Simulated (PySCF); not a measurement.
FHO.
Structure used (PBE0-D3(BJ)/def2-SVP), in Å, numbered top down from 1:
```
atom  x, y, z in Å
O1    -0.2063    0.4794    0.0245
F2     0.9978   -0.2196    0.1886
H3    -0.7792   -0.2630   -0.2271
```

Method used: PySCF 2.14.0, PBE0-D3(BJ)/def2-SVP geometry optimisation, gas phase.

Take the most abundant isotopes and a rigid rotor. 

(1) Give the principal moments of inertia and the rotational constants in MHz.

(2) What kind of rotor is it?

(3) Where do the levels up to J = 5 lie, in MHz?

(4) Which types of transition are allowed, and where do some lines up to J = 2 fall?

(5) Estimate the classical rotational partition function at 200 K.

Results:

(1) Ia = 0.86, Ib = 17.93, Ic = 18.78 u·Å²; 505379 MHz·u·Å²/I gives A = 589226, B = 28192, C = 26904 MHz.

(2) A near-prolate asymmetric top: κ = (2 × 28192 − 589226 − 26904)/(589226 − 26904) = -1.00.

(3) Above 0(0,0):
J = 1: 1(0,1) 55096, 1(1,1) 616131, 1(1,0) 617418
J = 2: 2(0,2) 165286, 2(1,2) 725036, 2(1,1) 728898, 2(2,1) 2412002, 2(2,0) 2412004
J = 3: 3(0,3) 330566, 3(1,3) 888392, 3(1,2) 896116, 3(2,2) 2577291, 3(2,1) 2577302, 3(3,1) 5385684, 3(3,0) 5385684
J = 4: 4(0,4) 550929, 4(1,4) 1106198, 4(1,3) 1119071, 4(2,3) 2797674, 4(2,2) 2797707, 4(3,2) 5606073, 4(3,1) 5606073, 4(4,1) 9537817, 4(4,0) 9537817
J = 5: 5(0,5) 826365, 5(1,5) 1378451, 5(1,4) 1397760, 5(2,4) 3073150, 5(2,3) 3073227, 5(3,3) 5881561, 5(3,2) 5881561, 5(4,2) 9813303, 5(4,1) 9813303, 5(5,1) 14868403, 5(5,0) 14868403

(4) The dipole components are |μa| = 0.97 D, |μb| = 1.77 D, |μc| = 0.00 D; the mirror of this Cs structure is the ab plane, so μc vanishes by symmetry and there are no c-type lines. The squared components, which scale the intensities, stand as 0.30 : 1.00 (a : b). Some lines, for components of 0.1 D or more:

```json
{"type": "a", "branch": "Q", "J(Ka,Kc)": "1(1,0) ← 1(1,1)", "MHz": "1287", "lower level (cm⁻¹)": "20.552"}
{"type": "a", "branch": "Q", "J(Ka,Kc)": "2(1,1) ← 2(1,2)", "MHz": "3862", "lower level (cm⁻¹)": "24.185"}
{"type": "a", "branch": "R", "J(Ka,Kc)": "1(0,1) ← 0(0,0)", "MHz": "55096", "lower level (cm⁻¹)": "0.000"}
{"type": "a", "branch": "R", "J(Ka,Kc)": "2(1,2) ← 1(1,1)", "MHz": "108905", "lower level (cm⁻¹)": "20.552"}
{"type": "a", "branch": "R", "J(Ka,Kc)": "2(0,2) ← 1(0,1)", "MHz": "110190", "lower level (cm⁻¹)": "1.838"}
{"type": "a", "branch": "R", "J(Ka,Kc)": "2(1,1) ← 1(1,0)", "MHz": "111480", "lower level (cm⁻¹)": "20.595"}
{"type": "b", "branch": "Q", "J(Ka,Kc)": "1(1,0) ← 1(0,1)", "MHz": "562322", "lower level (cm⁻¹)": "1.838"}
{"type": "b", "branch": "Q", "J(Ka,Kc)": "2(1,1) ← 2(0,2)", "MHz": "563611", "lower level (cm⁻¹)": "5.513"}
{"type": "b", "branch": "R", "J(Ka,Kc)": "1(1,1) ← 0(0,0)", "MHz": "616131", "lower level (cm⁻¹)": "0.000"}
{"type": "b", "branch": "R", "J(Ka,Kc)": "2(1,2) ← 1(0,1)", "MHz": "669940", "lower level (cm⁻¹)": "1.838"}
{"type": "b", "branch": "Q", "J(Ka,Kc)": "2(2,0) ← 2(1,1)", "MHz": "1683106", "lower level (cm⁻¹)": "24.313"}
{"type": "b", "branch": "Q", "J(Ka,Kc)": "2(2,1) ← 2(1,2)", "MHz": "1686966", "lower level (cm⁻¹)": "24.185"}
{"type": "b", "branch": "R", "J(Ka,Kc)": "2(2,1) ← 1(1,0)", "MHz": "1794584", "lower level (cm⁻¹)": "20.595"}
{"type": "b", "branch": "R", "J(Ka,Kc)": "2(2,0) ← 1(1,1)", "MHz": "1795873", "lower level (cm⁻¹)": "20.552"}
```

(5) Point group Cs, symmetry number σ = 1; q = (√π/σ)·√((kT/h)³/(ABC)), k/h = 20836.6 MHz/K: 713 at 200 K.

Not checked by PBE0-D3(BJ)/def2-SVP frequencies. Constants of a rigid frame at the computed geometry: no zero-point averaging, no centrifugal distortion.
